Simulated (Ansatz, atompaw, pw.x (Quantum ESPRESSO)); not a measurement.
**What a changed setting does to a pw.x run (diamond Ga)**

Potential: PAW, atompaw 4.2.0.5, LDA (PW92); core [Ar] 3d10, reference 4s2 4p1; waves: 4s (bound): rc 1.90 bohr; 4s channel at 2.7 Ry: rc 2.30 bohr; 4p (bound): rc 2.30 bohr; 4p channel at 4.8 Ry: rc 2.30 bohr; 4d channel at 0.35 Ry: rc 2.05 bohr; 4d channel at 3.1 Ry: rc 2.30 bohr; local part: bessel scheme, radius 2.15 bohr; core correction: smooth core density matched at 2.00 bohr; augmentation: besselshape compensation charge, radius 2.15 bohr; PAW radius 2.30 bohr; waves and projectors: custom polynom vanderbiltortho.

The reference run (k-mesh 8³, cutoffs 40/400 Ry, Fermi–Dirac 0.01 Ry, mixing_beta 0.4, conv_thr 1e-9, no spin) gives 0.07 GPa at 22.919 Å³/atom, where all-electron LAPW gives 0.04 GPa. This run, with its own iteration cap, changes ecutrho/ecutwfc to 6.

```
&control
  calculation='scf', prefix='x', pseudo_dir='./', outdir='./tmp', tstress=.true., disk_io='none'
/
&system
  ibrav=0, nat=2, ntyp=1, ecutwfc=40, ecutrho=240, nbnd=10,
  occupations='smearing', smearing='fd', degauss=0.01
/
&electrons
  conv_thr=1e-09, mixing_beta=0.4, electron_maxstep=60
/
ATOMIC_SPECIES
Ga 1.0 Ga.UPF
CELL_PARAMETERS angstrom
  0.00000000 2.84052460 2.84052460
  2.84052460 0.00000000 2.84052460
  2.84052460 2.84052460 0.00000000
ATOMIC_POSITIONS crystal
Ga 0.0000 0.0000 0.0000
Ga 0.2500 0.2500 0.2500
K_POINTS automatic
8 8 8 0 0 0
```

```bash
pw.x < Ga.scf.in > Ga.scf.out
```

Q: How does the run end?

A: It converges in 6 iterations; the free energy moves by +0.0 meV/atom and the pressure by +0.00 GPa. The result is that of the reference run.

```
Message from routine setup:
     using ibrav=0 with symmetry is DISCOURAGED, use correct ibrav instead
     lattice parameter (alat)  =       7.5912  a.u.
     unit-cell volume          =     309.3302 (a.u.)^3
     number of electrons       =         6.00
     number of Kohn-Sham states=           10
     kinetic-energy cutoff     =      40.0000  Ry
     charge density cutoff     =     240.0000  Ry
     scf convergence threshold =      1.0E-09
     Exchange-correlation= SLA PW NOGX NOGC
     number of k points=    29  Fermi-Dirac smearing, width (Ry)=  0.0100
     negative rho (up, down):  1.923E-04 0.000E+00
     iteration #  1     ecut=    40.00 Ry     beta= 0.40
     negative rho (up, down):  4.205E-04 0.000E+00
     total energy              =    -295.51363303 Ry
     estimated scf accuracy    <       0.00596162 Ry
     iteration #  2     ecut=    40.00 Ry     beta= 0.40
     negative rho (up, down):  1.265E-03 0.000E+00
     total energy              =    -295.51322049 Ry
     estimated scf accuracy    <       0.00206938 Ry
     iteration #  3     ecut=    40.00 Ry     beta= 0.40
     negative rho (up, down):  1.293E-03 0.000E+00
     total energy              =    -295.51324396 Ry
     estimated scf accuracy    <       0.00000337 Ry
     iteration #  4     ecut=    40.00 Ry     beta= 0.40
     c_bands:  1 eigenvalues not converged
     negative rho (up, down):  1.302E-03 0.000E+00
     total energy              =    -295.51325176 Ry
     estimated scf accuracy    <       0.00000006 Ry
     iteration #  5     ecut=    40.00 Ry     beta= 0.40
     negative rho (up, down):  1.302E-03 0.000E+00
     total energy              =    -295.51325179 Ry
     estimated scf accuracy    <          4.8E-09 Ry
     iteration #  6     ecut=    40.00 Ry     beta= 0.40
     negative rho (up, down):  1.302E-03 0.000E+00
     the Fermi energy is     3.1735 ev
!    total energy              =    -295.51325179 Ry
     estimated scf accuracy    <          9.4E-11 Ry
     smearing contrib. (-TS)   =      -0.00542916 Ry
     The total energy is F=E-TS. E is the sum of the following terms:
     one-electron contribution =       4.27830841 Ry
     hartree contribution      =       0.43690314 Ry
     xc contribution           =      -6.42960827 Ry
     ewald contribution        =      -9.03183056 Ry
     one-center paw contrib.   =    -284.76159535 Ry
     convergence has been achieved in   6 iterations
     negative rho (up, down):  1.302E-03 0.000E+00
          total   stress  (Ry/bohr**3)                   (kbar)     P=        0.69
     Message from routine punch:
     Nothing written, as per user request (disk_io='none')
```

The run took about 5.2 s on one core of a shared host (Intel(R) Xeon(R) 6975P-C, 192 threads, 378 GiB, load 33).
